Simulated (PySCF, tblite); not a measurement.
**difluoroacetate (C₂HF₂O₂−): dynamics, then NMR shifts on frames**

How do NMR shifts of difluoroacetate (C₂HF₂O₂−) (`O=C([O-])C(F)F`) change as the atoms move?

Programs: tblite 0.8.0 and PySCF 2.14.0, with density-fitted response routines of our own. Each step states its level of theory. These are calculated values for one molecule in the gas phase, unless marked as measured. Atoms count from 0, in the outputs and in this text.

## 1. Starting geometry

7 atoms, charge -1, multiplicity 1; geometry from: GFN2-xTB.

Bonds of the start (Å): O0–C1 1.23, C1–O2 1.22, C1–C3 1.63, C3–F4 1.37, C3–F5 1.37, C3–H6 1.10.

## 2. A short Langevin run with GFN2-xTB

What the job is given:

```
{"job": {"kind": "md", "xc": "GFN2-xTB", "basis": "xTB", "temperature": 600, "steps": 2000, "every": 50, "frames": 5}, "charge": -1, "multiplicity": 1}
O      1.362377    -1.146852    -0.569803
C      0.990556    -0.140159     0.031187
O      1.594548     0.717052     0.659723
C     -0.625954     0.048681    -0.052297
F     -1.230926     0.059425     1.179679
F     -0.999255     1.230959    -0.641520
H     -1.088013    -0.764201    -0.634046
```

With the program's defaults for keys left out, this is: GFN2-xTB Langevin dynamics, gas phase.

Launch:

```bash
$ OMP_NUM_THREADS=1 python probes_run.py task.json out
```

One launch serves the whole session: the jobs run in the order shown.

The program printed:

```text
t/fs     T/K      E/eV
    0.0   485.4   -615.98916
   25.0   541.4   -615.71861
   50.0   406.4   -615.45748
   75.0   443.1   -615.47577
  100.0   664.9   -615.61236
  125.0   682.2   -615.65366
  150.0   722.5   -615.56735
  175.0   810.9   -615.46551
  200.0   682.6   -615.67126
  225.0   781.3   -615.64433
  250.0   936.0   -615.63649
  275.0   810.4   -615.53231
  300.0   864.5   -615.66929
  325.0   976.3   -615.68821
  350.0   871.4   -615.78933
  375.0  1098.9   -615.64485
  400.0  1069.5   -615.66881
  425.0   793.3   -615.62111
  450.0   663.3   -615.40679
  475.0   923.9   -615.32223
  500.0   664.9   -615.40620
  525.0   565.3   -615.54784
  550.0   671.9   -615.46421
  575.0   584.7   -615.43836
  600.0   605.0   -615.58402
  625.0   707.8   -615.71115
  650.0   579.6   -615.64674
  675.0   440.8   -615.61472
  700.0   706.8   -615.77877
  725.0   647.4   -615.70810
  750.0   774.3   -615.58068
  775.0   467.9   -615.26022
  800.0   471.5   -615.62180
  825.0   545.7   -615.60114
  850.0   399.2   -615.51639
  875.0   422.1   -615.43803
  900.0   275.2   -615.20372
  925.0   528.3   -615.32483
  950.0   749.0   -615.48336
  975.0   779.1   -615.55335
 1000.0   675.9   -615.27526
```

Run time: 7.9 s. Hardware: 1 thread of Arm Neoverse N1, shared host; peak memory 0.19 GiB.

Distance from the start (root mean square after alignment): 0 fs 0.00 Å, 200 fs 0.48 Å, 400 fs 1.17 Å, 600 fs 0.63 Å, 800 fs 0.11 Å, 1000 fs 0.20 Å.

Positions (Å) and forces (eV/Å) at 1000 fs:

```xyz
7

O    -0.041   -0.114    1.562    2.966    0.167    2.553
C    -0.864   -0.578    0.843   -0.838   -0.151   -3.471
O    -0.822   -1.365   -0.121   -0.724    0.876    2.031
C    -2.169    0.444    0.904   -0.966   -2.267   -3.478
F    -1.975    1.163   -0.343   -0.925   -0.676    1.578
F    -3.301   -0.408    0.779    0.340    1.147   -0.274
H    -2.446    1.155    1.625    0.147    0.904    1.062
```

## 3. Nuclear shieldings: 250 fs, PBE0/pcSseg-1

What the job is given:

```
{"job": {"kind": "nmr", "xc": "PBE0", "basis": "pcSseg-1", "pop": false}, "charge": -1, "multiplicity": 1}
O      0.610900    -1.393800     0.020500
C      0.350100    -0.420000     0.748200
O      0.841700     0.111100     1.752200
C     -1.175600     0.107800     0.155800
F     -1.575700     1.528000     0.238000
F     -1.334200    -0.175300    -1.139800
H     -2.045600    -0.352400     0.714000
```

Method: GIAO PBE0/pcSseg-1 NMR shielding, non-relativistic, gas phase.

The program printed:

```text
coarse grid: 7136 points
cycle   1  E = -426.1756501318  dE =  7.482e-01  |g| = 1.252e+00  |ddm| = 2.354e+00
cycle   2  E = -425.5223304584  dE =  6.533e-01  |g| = 2.291e+00  |ddm| = 2.255e+00
cycle   3  E = -426.4491094940  dE = -9.268e-01  |g| = 1.405e-01  |ddm| = 1.606e+00
cycle   4  E = -426.4525152774  dE = -3.406e-03  |g| = 6.285e-02  |ddm| = 1.542e-01
cycle   5  E = -426.4530924097  dE = -5.771e-04  |g| = 2.564e-02  |ddm| = 4.766e-02
cycle   6  E = -426.4531892944  dE = -9.688e-05  |g| = 1.011e-02  |ddm| = 2.074e-02
cycle   7  E = -426.4532067649  dE = -1.747e-05  |g| = 3.060e-03  |ddm| = 7.469e-03
cycle   8  E = -426.4532083576  dE = -1.593e-06  |g| = 3.470e-04  |ddm| = 2.106e-03
final grid: 73416 points
cycle   9  E = -426.5227978867  dE = -1.603e-05  |g| = 1.158e-02  |ddm| = 1.413e-02
cycle  10  E = -426.5227546477  dE =  4.324e-05  |g| = 1.949e-02  |ddm| = 1.741e-02
cycle  11  E = -426.5228210311  dE = -6.638e-05  |g| = 4.689e-04  |ddm| = 1.104e-02
cycle  12  E = -426.5228210611  dE = -3.003e-08  |g| = 2.578e-04  |ddm| = 4.428e-04
cycle  13  E = -426.5228210737  dE = -1.260e-08  |g| = 7.116e-05  |ddm| = 1.876e-04
cycle  14  E = -426.5228210743  dE = -6.006e-10  |g| = 4.046e-05  |ddm| = 6.770e-05
cycle  15  E = -426.5228210746  dE = -2.965e-10  |g| = 8.336e-06  |ddm| = 2.678e-05
converged SCF energy = -426.5228210746

GIAO shielding tensors (ppm)
atom      isotropic    diamagn.    paramagn.     s11        s22        s33       span
  0 O        3.315     404.899    -401.584   -184.821    -27.557    222.323    407.144
  1 C       22.400     245.753    -223.353    -81.762     32.013    116.949    198.711
  2 O       31.767     403.299    -371.531   -129.296      0.570    224.028    353.324
  3 C       50.707     240.542    -189.836     24.563     58.104     69.453     44.889
  4 F      294.002     475.313    -181.310    148.280    347.301    386.426    238.146
  5 F      305.943     473.853    -167.910    194.369    316.281    407.177    212.808
  6 H       25.425      27.458      -2.033     22.520     26.325     27.430      4.909
```

Run time: 7.9 s. Hardware: 1 thread of Arm Neoverse N1, shared host; peak memory 0.49 GiB.

Shifts follow as δ = σ(reference) − σ, with reference shieldings (ppm) from runs at the same level and on the same kind of geometry: 1H TMS 31.72, 13C TMS 186.9, 19F CFCl3 170.9, 17O H2O 336.1. The references are single molecules in the gas phase, so shifts against H2O, NH3, PH3, H3PO4 or CFCl3 are not on the usual liquid scales and can be off by tens of ppm. Each atom is listed at this fixed geometry, with no averaging over motion; a spectrum would average atoms that exchange fast.

```tsv
atoms	environment	σ (ppm)	δ (ppm)
C1	carboxylate carbon	22.4	164.5
C3	sp3 CH bonded to 2 F, α to a carbonyl	50.7	136.2
H6	hydrogen on an sp3 CH bonded to 2 F, α to a carbonyl	25.42	6.29
O0	carboxylate oxygen	3.3	332.8
O2	carboxylate oxygen	31.8	304.3
F4	fluorine of a CF2 group	294.0	-123.1
F5	fluorine of a CF2 group	305.9	-135.0
```

## 4. Nuclear shieldings: 425 fs, PBE0/pcSseg-1

What the job is given:

```
{"job": {"kind": "nmr", "xc": "PBE0", "basis": "pcSseg-1", "pop": false}, "charge": -1, "multiplicity": 1}
O      0.605000    -1.212700    -0.082300
C     -0.330900    -1.130500     0.716100
O     -0.625900    -1.603200     1.824700
C     -1.404100     0.159900     0.192900
F     -0.860500     1.145800    -0.632500
F     -2.506700    -0.258700    -0.457500
H     -1.830200     0.496400     1.190200
```

Method: GIAO PBE0/pcSseg-1 NMR shielding, non-relativistic, gas phase.

The program printed:

```text
coarse grid: 7136 points
cycle   1  E = -426.1866188404  dE =  7.946e-01  |g| = 1.224e+00  |ddm| = 2.387e+00
cycle   2  E = -425.6131582785  dE =  5.735e-01  |g| = 2.172e+00  |ddm| = 2.292e+00
cycle   3  E = -426.4473537825  dE = -8.342e-01  |g| = 1.308e-01  |ddm| = 1.614e+00
cycle   4  E = -426.4503387621  dE = -2.985e-03  |g| = 5.917e-02  |ddm| = 1.467e-01
cycle   5  E = -426.4508259817  dE = -4.872e-04  |g| = 2.649e-02  |ddm| = 4.476e-02
cycle   6  E = -426.4509347730  dE = -1.088e-04  |g| = 9.587e-03  |ddm| = 2.171e-02
cycle   7  E = -426.4509505750  dE = -1.580e-05  |g| = 2.774e-03  |ddm| = 7.218e-03
cycle   8  E = -426.4509518626  dE = -1.288e-06  |g| = 2.758e-04  |ddm| = 1.937e-03
final grid: 73416 points
cycle   9  E = -426.5207037486  dE = -1.382e-05  |g| = 1.148e-02  |ddm| = 1.382e-02
cycle  10  E = -426.5206630479  dE =  4.070e-05  |g| = 1.910e-02  |ddm| = 1.744e-02
cycle  11  E = -426.5207264366  dE = -6.339e-05  |g| = 4.214e-04  |ddm| = 1.097e-02
cycle  12  E = -426.5207264565  dE = -1.991e-08  |g| = 2.805e-04  |ddm| = 4.320e-04
cycle  13  E = -426.5207264723  dE = -1.577e-08  |g| = 6.546e-05  |ddm| = 2.072e-04
cycle  14  E = -426.5207264728  dE = -4.619e-10  |g| = 4.048e-05  |ddm| = 6.247e-05
cycle  15  E = -426.5207264731  dE = -2.940e-10  |g| = 6.726e-06  |ddm| = 2.716e-05
converged SCF energy = -426.5207264731

GIAO shielding tensors (ppm)
atom      isotropic    diamagn.    paramagn.     s11        s22        s33       span
  0 O        9.368     406.657    -397.289   -171.990    -36.073    236.166    408.156
  1 C       20.695     248.480    -227.785    -79.077     31.622    109.540    188.617
  2 O       38.254     403.396    -365.142   -122.031     43.197    193.596    315.626
  3 C       47.859     239.708    -191.850     29.941     51.868     61.767     31.826
  4 F      298.913     475.911    -176.998    199.276    345.677    351.786    152.510
  5 F      324.976     471.667    -146.691    223.017    328.208    423.703    200.686
  6 H       25.246      28.206      -2.960     23.683     24.918     27.138      3.455
```

Wall time 7.5 s (1 thread of Arm Neoverse N1, shared host); peak memory 0.49 GiB.

Key values: δ C1 166.2, C3 139.1, O0 326.7, O2 297.8, H6 6.47 ppm.

## 5. NMR shieldings: 625 fs, PBE0/pcSseg-1

What the job is given:

```
{"job": {"kind": "nmr", "xc": "PBE0", "basis": "pcSseg-1", "pop": false}, "charge": -1, "multiplicity": 1}
O      0.571700     0.285300    -0.121600
C     -0.383900    -0.458400     0.019400
O     -0.582300    -1.669300     0.300300
C     -1.839200     0.364600    -0.069700
F     -1.995600     1.320100    -1.080400
F     -2.986900    -0.314500    -0.054400
H     -1.840100     1.122700     0.783100
```

Method: GIAO PBE0/pcSseg-1 NMR shielding, non-relativistic, gas phase.

The program printed:

```text
coarse grid: 7136 points
cycle   1  E = -426.1927574647  dE =  8.554e-01  |g| = 1.230e+00  |ddm| = 2.379e+00
cycle   2  E = -425.6429450355  dE =  5.498e-01  |g| = 2.152e+00  |ddm| = 2.221e+00
cycle   3  E = -426.4527299193  dE = -8.098e-01  |g| = 1.518e-01  |ddm| = 1.562e+00
cycle   4  E = -426.4553968036  dE = -2.667e-03  |g| = 1.053e-01  |ddm| = 1.716e-01
cycle   5  E = -426.4569464967  dE = -1.550e-03  |g| = 4.822e-02  |ddm| = 8.778e-02
cycle   6  E = -426.4573798767  dE = -4.334e-04  |g| = 7.171e-03  |ddm| = 3.459e-02
cycle   7  E = -426.4573872808  dE = -7.404e-06  |g| = 2.550e-03  |ddm| = 5.400e-03
final grid: 73416 points
cycle   8  E = -426.5268321269  dE = -1.202e-05  |g| = 1.239e-02  |ddm| = 1.458e-02
cycle   9  E = -426.5267874684  dE =  4.466e-05  |g| = 2.024e-02  |ddm| = 1.906e-02
cycle  10  E = -426.5268576710  dE = -7.020e-05  |g| = 5.853e-04  |ddm| = 1.186e-02
cycle  11  E = -426.5268577239  dE = -5.282e-08  |g| = 2.816e-04  |ddm| = 5.731e-04
cycle  12  E = -426.5268577350  dE = -1.114e-08  |g| = 1.322e-04  |ddm| = 2.436e-04
cycle  13  E = -426.5268577380  dE = -2.952e-09  |g| = 3.868e-05  |ddm| = 1.055e-04
cycle  14  E = -426.5268577382  dE = -2.509e-10  |g| = 8.366e-06  |ddm| = 2.637e-05
converged SCF energy = -426.5268577382

GIAO shielding tensors (ppm)
atom      isotropic    diamagn.    paramagn.     s11        s22        s33       span
  0 O       30.205     405.690    -375.485   -141.858     -8.615    241.087    382.946
  1 C       22.688     244.104    -221.416    -80.444     40.383    108.126    188.570
  2 O        7.584     403.727    -396.144   -191.948    -17.917    232.616    424.563
  3 C       60.556     243.957    -183.400     45.227     62.800     73.641     28.413
  4 F      318.868     473.997    -155.129    193.181    367.378    396.044    202.863
  5 F      320.746     469.806    -149.060    232.980    333.681    395.578    162.598
  6 H       25.522      28.027      -2.505     22.405     25.675     28.487      6.082
```

It took 7.3 s on 1 thread of Arm Neoverse N1, shared host; peak memory 0.48 GiB.

This run: δ C1 164.2, C3 126.4, O2 328.5, O0 305.9, H6 6.19 ppm.

## 6. Shielding tensors: 800 fs, PBE0/pcSseg-1

What the job is given:

```
{"job": {"kind": "nmr", "xc": "PBE0", "basis": "pcSseg-1", "pop": false}, "charge": -1, "multiplicity": 1}
O      0.107900     0.243200     0.955400
C     -0.634300    -0.398000     0.283700
O     -0.427300    -1.204800    -0.590300
C     -2.097800     0.347300     0.327400
F     -2.517300     0.967300    -0.860600
F     -3.170900    -0.443700     0.817000
H     -1.964300     1.069800     1.135200
```

With the program's defaults for keys left out, this is: GIAO PBE0/pcSseg-1 NMR shielding, non-relativistic, gas phase.

The program printed:

```text
coarse grid: 7136 points
cycle   1  E = -426.1853925105  dE =  9.411e-01  |g| = 1.230e+00  |ddm| = 2.380e+00
cycle   2  E = -425.7043228211  dE =  4.811e-01  |g| = 2.070e+00  |ddm| = 2.307e+00
cycle   3  E = -426.4461525799  dE = -7.418e-01  |g| = 1.189e-01  |ddm| = 1.595e+00
cycle   4  E = -426.4482347566  dE = -2.082e-03  |g| = 7.289e-02  |ddm| = 1.488e-01
cycle   5  E = -426.4489059476  dE = -6.712e-04  |g| = 4.211e-02  |ddm| = 6.847e-02
cycle   6  E = -426.4492304526  dE = -3.245e-04  |g| = 3.728e-03  |ddm| = 3.012e-02
cycle   7  E = -426.4492329472  dE = -2.495e-06  |g| = 6.166e-04  |ddm| = 3.031e-03
final grid: 73416 points
cycle   8  E = -426.5201780760  dE = -1.543e-05  |g| = 1.175e-02  |ddm| = 1.476e-02
cycle   9  E = -426.5201423261  dE =  3.575e-05  |g| = 1.866e-02  |ddm| = 1.732e-02
cycle  10  E = -426.5202016128  dE = -5.929e-05  |g| = 3.965e-04  |ddm| = 1.064e-02
cycle  11  E = -426.5202016198  dE = -6.934e-09  |g| = 3.487e-04  |ddm| = 5.412e-04
cycle  12  E = -426.5202016408  dE = -2.103e-08  |g| = 9.494e-05  |ddm| = 2.822e-04
cycle  13  E = -426.5202016423  dE = -1.521e-09  |g| = 2.869e-05  |ddm| = 7.994e-05
cycle  14  E = -426.5202016425  dE = -1.496e-10  |g| = 4.434e-06  |ddm| = 2.293e-05
converged SCF energy = -426.5202016425

GIAO shielding tensors (ppm)
atom      isotropic    diamagn.    paramagn.     s11        s22        s33       span
  0 O        7.292     406.740    -399.448   -162.392    -13.872    198.141    360.533
  1 C       31.173     246.233    -215.061    -63.903     51.944    105.477    169.380
  2 O       50.458     405.917    -355.458   -117.384      1.151    267.608    384.991
  3 C       43.996     247.814    -203.818     33.237     45.634     53.116     19.879
  4 F      307.886     472.985    -165.099    198.046    348.535    377.077    179.031
  5 F      308.722     471.335    -162.613    194.783    345.678    385.705    190.922
  6 H       25.339      29.506      -4.168     23.815     24.711     27.490      3.675
```

It took 7.4 s on 1 thread of Arm Neoverse N1, shared host; peak memory 0.48 GiB.

In short: δ C1 155.8, C3 142.9, O0 328.8, O2 285.6, H6 6.38 ppm.

## 7. Shielding tensors: 1000 fs, PBE0/pcSseg-1

What the job is given:

```
{"job": {"kind": "nmr", "xc": "PBE0", "basis": "pcSseg-1", "pop": false}, "charge": -1, "multiplicity": 1}
O     -0.041400    -0.114000     1.561900
C     -0.864400    -0.578400     0.843200
O     -0.821800    -1.365500    -0.121200
C     -2.169300     0.444000     0.903800
F     -1.974900     1.163400    -0.342800
F     -3.300600    -0.408200     0.779500
H     -2.446000     1.155400     1.624900
```

With the program's defaults for keys left out, this is: GIAO PBE0/pcSseg-1 NMR shielding, non-relativistic, gas phase.

The program printed:

```text
coarse grid: 7136 points
cycle   1  E = -426.1585677922  dE =  8.565e-01  |g| = 1.256e+00  |ddm| = 2.366e+00
cycle   2  E = -425.4849197798  dE =  6.736e-01  |g| = 2.307e+00  |ddm| = 2.708e+00
cycle   3  E = -426.4248439031  dE = -9.399e-01  |g| = 2.634e-01  |ddm| = 2.072e+00
cycle   4  E = -426.4325528366  dE = -7.709e-03  |g| = 1.821e-01  |ddm| = 2.937e-01
cycle   5  E = -426.4382137375  dE = -5.661e-03  |g| = 3.776e-02  |ddm| = 1.303e-01
cycle   6  E = -426.4384901479  dE = -2.764e-04  |g| = 6.540e-03  |ddm| = 2.931e-02
cycle   7  E = -426.4384960249  dE = -5.877e-06  |g| = 2.991e-03  |ddm| = 5.539e-03
final grid: 73416 points
cycle   8  E = -426.5090768048  dE = -1.743e-05  |g| = 1.261e-02  |ddm| = 1.625e-02
cycle   9  E = -426.5090292425  dE =  4.756e-05  |g| = 2.082e-02  |ddm| = 2.017e-02
cycle  10  E = -426.5091035716  dE = -7.433e-05  |g| = 1.474e-03  |ddm| = 1.292e-02
cycle  11  E = -426.5091038916  dE = -3.199e-07  |g| = 6.405e-04  |ddm| = 1.311e-03
cycle  12  E = -426.5091039628  dE = -7.124e-08  |g| = 1.191e-04  |ddm| = 4.382e-04
cycle  13  E = -426.5091039655  dE = -2.696e-09  |g| = 2.610e-05  |ddm| = 1.115e-04
cycle  14  E = -426.5091039656  dE = -1.068e-10  |g| = 8.492e-06  |ddm| = 2.010e-05
converged SCF energy = -426.5091039656

GIAO shielding tensors (ppm)
atom      isotropic    diamagn.    paramagn.     s11        s22        s33       span
  0 O       -1.294     407.589    -408.883   -185.706    -45.570    227.395    413.101
  1 C       25.330     245.722    -220.392    -71.943     43.545    104.388    176.331
  2 O       53.302     405.579    -352.278    -97.540     57.684    199.761    297.300
  3 C       47.602     246.387    -198.785     30.563     43.798     68.445     37.882
  4 F      282.632     476.959    -194.327    136.514    337.611    373.772    237.258
  5 F      292.201     472.138    -179.936    166.458    333.125    377.021    210.564
  6 H       26.326      30.141      -3.816     23.080     27.929     27.969      4.889
```

It took 7.3 s on 1 thread of Arm Neoverse N1, shared host; peak memory 0.49 GiB.

This run: δ C1 161.6, C3 139.3, O0 337.4, O2 282.8, H6 5.39 ppm.

## 8. Comparing the runs: NMR shifts

Shifts (ppm) of some atoms, chosen among heavy atoms and hydrogens apart, with basis size and wall time:

```tsv
frame	C3	H6	O0	O2	F4	F5	functions	time
250 fs	136.2	6.29	332.8	304.3	-123.1	-135.0	107	7.9 s
425 fs	139.1	6.47	326.7	297.8	-128.0	-154.0	107	7.5 s
625 fs	126.4	6.19	305.9	328.5	-147.9	-149.8	107	7.3 s
800 fs	142.9	6.38	328.8	285.6	-136.9	-137.8	107	7.4 s
1000 fs	139.3	5.39	337.4	282.8	-111.7	-121.3	107	7.3 s
```

## 9. Results

| quantity | value |
| --- | --- |
| thermostat | 600 K |
| mean temperature, second half | 584 K |
| mean potential energy above the minimum | 0.48 eV |
| 13C shifts against TMS (PBE0/pcSseg-1, 250 fs) | 164.5, 136.2 ppm |
| 1H shifts against TMS (PBE0/pcSseg-1, 250 fs) | 6.29 ppm |
| 17O shifts against H2O (PBE0/pcSseg-1, 250 fs) | 332.8, 304.3 ppm |
| 19F shifts against CFCl3 (PBE0/pcSseg-1, 250 fs) | -123.1, -135.0 ppm |
| range of the shift of O2 | 282.8 to 328.5 ppm |

In words: In the second half the potential energy averages 0.48 eV above the minimum; equipartition over 15 harmonic modes at 600 K would give 0.39 eV. With 7 atoms the temperature swings widely (275 to 1099 K). Shifts at one fixed geometry are not the observed spectrum, which averages over the motion. In the first frame run (250 fs): The largest span, 407 ppm, is at O0, where the paramagnetic term is -402 ppm. In ppm, O2 moves most: its shift spreads over 45.7 ppm, from 282.8 (1000 fs) to 328.5 (625 fs).
